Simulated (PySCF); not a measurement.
## Shapes and spin states of BO2

Level of theory: PySCF, PBE, basis B def2-TZVP, O def2-TZVP (no relativity, density fitting).

Relaxations began from a few typed shapes and spin states; open shells are unrestricted. The search is not exhaustive: other isomers or separated fragments can lie lower, and high-lying points may rest on an excited occupation.

```csv
spin,group,bonds,angles,imaginary modes (cm⁻¹),ΔE (kJ/mol),ΔE with ZPE (kJ/mol)
doublet,D∞h,B–O 1.273 Å (×2),O–B–O 180.0°,none,0.0,0.0
quartet,C2v,B–O 1.361 Å (×2),O–B–O 100.3°,none,402.1,397.2
```

The lowest minimum found is the doublet D∞h: B–O 1.273 Å (×2); O–B–O 180.0°.

For the lowest minimum: the spin densities have lower symmetry than the nuclear frame.
